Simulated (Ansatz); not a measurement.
Worked example: the enthalpy of CH2Cl2 + CH3F → CH3Cl + CH2ClF

Species: CH2Cl2 (dichloromethane) `ClCCl`, singlet; CH3F (fluoromethane) `CF`, singlet; CH3Cl (chloromethane) `CCl`, singlet; CH2ClF (chlorofluoromethane) `FCCl`, singlet. The partners trade Cl for H; both sit on C, so the bond types are kept.

Shapes, held fixed at every level: PBE0-D4/def2-TZVP. Programs: Ansatz 0.2.0. The zero-point and thermal terms to 298 K, harmonic and unscaled (PBE0-D4/def2-TZVP), stand in the table.

At PBE0-D4/def2-TZVPP; 1 Eh = 2625.50 kJ/mol:

| species | energy (Eh) | H(298 K) − E (kJ/mol) | tabulated ΔfH (kJ/mol) |
| --- | --- | --- | --- |
| CH2Cl2 | -959.399627 | 89.3 | -94.7 |
| CH3F | -139.655726 | 113.4 | -236.6 |
| CH3Cl | -499.937634 | 109.7 | -82.6 |
| CH2ClF | -599.125200 | 93.0 | -263.7 |

Problem. Work out the reaction enthalpy at 298 K from the calculation and from the table of heats.

Solution. 
1. Electronic: (-499.937634) + (-599.125200) − [(-959.399627) + (-139.655726)] = -0.007481 Eh = -19.6 kJ/mol.
2. Zero-point and thermal: (109.7) + (93.0) − [(89.3) + (113.4)] = 0.0 kJ/mol.
3. Computed ΔH = -19.6 kJ/mol.
4. From the heats of formation (Active Thermochemical Tables): (-82.6) + (-263.7) − [(-94.7) + (-236.6)] = -15.0 kJ/mol.
5. Computed less tabulated: -4.6 kJ/mol. Tabulated heats carry uncertainties of their own.
